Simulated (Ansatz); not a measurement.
Structure relaxation of Zn

Computed with DFT r2SCAN, scalar-relativistic, plane waves, PAW in Ansatz 0.2.0. Cutoff 500 eV, Γ-centred k mesh, Gaussian smearing, no spin polarisation in the final step.

The start puts Zn on the iodine structure type (Cmce, No. 64), at a guessed volume.

```
Zn
1.0
     2.61405   -1.72769    0.00000
     2.61405    1.72769    0.00000
     0.00000    0.00000    7.04767
Zn
4
Cartesian
  2.6141 -1.2094 0.8246
  2.6141 -0.5183 4.3484
  2.6141 1.2094 6.2231
  2.6141 0.5183 2.6993
```

Cell and atoms relax at zero pressure; the relaxation can't lower the symmetry of the start. After a coarse first stage the cell is made exact in the group found at 0.06 Å.

Energies count from the standard state of Zn at the same level.

(1) Describe the relaxed structure.

(2) What are its volume, energy, density and gap?

Results:

(1) It ends in Fmmm (No. 69). Conventional cell: a = 2.585 Å, b = 4.469 Å, c = 5.180 Å. Around Zn lie 6 Zn at 2.58 Å and 4 Zn at 2.89 Å.

```xyz
1
Lattice="0.0000 2.2345 2.5902 1.2925 0.0000 2.5902 1.2925 2.2345 0.0000" Properties=species:S:1:pos:R:3 pbc="T T T"
Zn    0.0000    0.0000    0.0000
```

(2) The volume per atom is 14.96 Å³. The density is 7.26 g/cm³ and the energy over the standard structure is 0.03 eV/atom. The gap on the 26×26×26 mesh is 0 eV (a metal).

The final run used a 26×26×26 mesh on its 1-atom cell and 0.10 eV smearing. For metals, differences of a few meV/atom aren't resolved. Symmetry constrained the relaxation, so the result can be a saddle point.

This form isn't the element's structure at ambient conditions.